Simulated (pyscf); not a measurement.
## Addition across a multiple bond or ene-type step: ethylene (H₂C=CH₂) + methanol (H₃C–OH) → H₃C–CH₂–CH₂–OH

Gas phase, singlet surface, charge 0. Bonds broken: C7–O8. Bonds formed: C1–C7, C2–O8. Optimised with ωB97X-D3(BJ)/def2-SVP in PySCF. MP2 and CC: frozen core, UHF for open shells. ΔMP2 is the change of the MP2 total energy from the triple- to the quadruple-zeta basis.

Transition state (Å):

```xyz
12

C     -1.8397     0.1736    -0.5936
C     -1.7439    -0.3349     0.7490
H     -1.8718    -0.5487    -1.4177
H     -2.4345     1.0791    -0.7606
H     -1.8386    -1.4225     0.8788
H     -2.3213     0.2006     1.5197
C      0.3976     0.9197    -0.2732
O     -0.2499    -0.0769     1.1308
H      0.6013     0.3291    -1.1658
H     -0.0601     1.8856    -0.4885
H      1.3045     1.0270     0.3451
H     -0.1174     0.3137     2.0189
```

One imaginary mode, 847i cm⁻¹; descent along it reached the two sides named.

| bond | change | reactant side (Å) | saddle | product side |
|---|---|---|---|---|
| C7–O8 | breaks | 1.410 | 1.840 | 2.9 |
| C1–C7 | forms | 4.6 | 2.380 | 1.526 |
| C2–O8 | forms | 3.3 | 1.563 | 1.414 |

Electronic energies relative to the separated reactants (kcal/mol):

| level | barrier | reaction energy | reverse barrier |
|---|---|---|---|
| ωB97X-D3(BJ)/def2-TZVP | 85.3 | -31.4 | 116.7 |
| PBE/def2-TZVP | 71.3 | -28.5 | 99.9 |
| r²SCAN/def2-TZVP | 76.1 | -30.3 | 106.4 |
| B3LYP-D3(BJ)/def2-TZVP | 79.6 | -27.0 | 106.6 |
| PBE0-D3(BJ)/def2-TZVP | 78.9 | -32.8 | 111.7 |
| M06-2X/def2-TZVP | 85.0 | -29.7 | 114.6 |
| ωB97M-D3(BJ)/def2-TZVP | 83.5 | -29.2 | 112.7 |
| HF/def2-TZVP | 112.8 | -23.1 | 136.0 |
| MP2/def2-QZVPP | 81.7 | -30.7 | 112.4 |
| CCSD/def2-TZVPP | 90.0 | -28.2 | 118.2 |
| CCSD(T)/def2-TZVPP | 83.2 | -28.3 | 111.5 |
| CCSD(T)/def2-TZVPP + ΔMP2(QZVPP) | 83.0 | -28.3 | 111.4 |

With CCSD(T)/def2-TZVPP + ΔMP2(QZVPP) energies and thermal terms (ideal gas, 1 atm, RRHO with modes under 100 cm⁻¹ raised to 100, one conformer, R ln 2 for rigid chiral ones), in kcal/mol:

```json
[
 {"T (K)": "298", "ΔH‡": "81.9", "ΔG‡": "92.8", "ΔH": "-25.3", "ΔG": "-14.2"},
 {"T (K)": "600", "ΔH‡": "82.8", "ΔG‡": "103.4", "ΔH": "-25.1", "ΔG": "-3.0"},
 {"T (K)": "900", "ΔH‡": "83.7", "ΔG‡": "113.6", "ΔH": "-24.3", "ΔG": "+7.9"},
 {"T (K)": "1200", "ΔH‡": "84.5", "ΔG‡": "123.4", "ΔH": "-23.3", "ΔG": "+18.5"}
]
```

From the product side, •H₂C–CH₃ + •H₂C–OH lies, by one bond made or cut, 22.1 kcal/mol under this saddle at ωB97M-D3(BJ). One saddle was located; it need not be the lowest between these sides. The CCSD(T) − MP2 part came from Ansatz, without density fitting, on the same reference.
